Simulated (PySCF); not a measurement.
Gas-phase reaction: Si₂C + 2 C₂F₄ → 2 SiF₄ + 5 C

Computed with PySCF and rigid-rotor harmonic-oscillator thermochemistry at 1 bar. Table values come from the NASA 1993 polynomials. After a fit of one offset per element over all species, the range-separated, M06-2X, PBE0/def2-QZVP and CCSD(T)/def2-TZVPP enthalpies, where run, lie to one side of the table for C₂F₄ (-34 kJ/mol): a fault of the table's entry, another state or a shared error of the levels is possible; this was not checked at source. S°(298 K) at PBE0/def2-TZVP differs from the NASA 1993 table for Si₂C (+23 J/mol/K); whether the harmonic model or the table's entry is off was not settled. † marks an energy on the PBE0/def2-TZVP geometry and frequencies; other levels use their own. CCSD(T) freezes the core. 6-31G* has spherical d functions here. Open shells (unrestricted): C (multiplicity 3, electronic degeneracy 9); the rest are closed-shell singlets. Spin-orbit splitting is ignored; it lowers the true energy and changes the entropy of C. B3LYP is the form with VWN-RPA correlation. CCSD(T) isn't extrapolated to the basis-set limit; its ΔH°(298 K) is 1294.1 kJ in def2-SVP and 1079.2 kJ in def2-TZVPP. The harmonic model lacks anharmonicity and excited electronic states, which grow with temperature; levels with a mode under 35 cm⁻¹ are left out. The table's entry may be an old estimate for Si₂C, C₂F₄ (not checked at source). Warning, point group unlike the PBE0 one: Si₂C (B3LYP/6-31G*).

| level | ΔH°(298 K), kJ | minus table | ΔG°(1600 K), kJ |
|---|---|---|---|
| table | 1135.0 | - | 277.2 |
| B3LYP/6-31G* | 1375.6 | 240.6 | 538.4 |
| BLYP/def2-TZVP† | 1332.3 | 197.3 | 495.4 |
| CCSD(T)/def2-TZVPP† | 1079.2 | -55.8 | 242.3 |
| PBE/def2-SVP | 1832.3 | 697.3 | 1007.1 |
| PBE/def2-TZVP† | 1565.2 | 430.2 | 728.3 |
| r2SCAN/def2-TZVP† | 1255.7 | 120.7 | 418.8 |
| ωB97M-V/def2-TZVP† | 1251.8 | 116.8 | 414.9 |
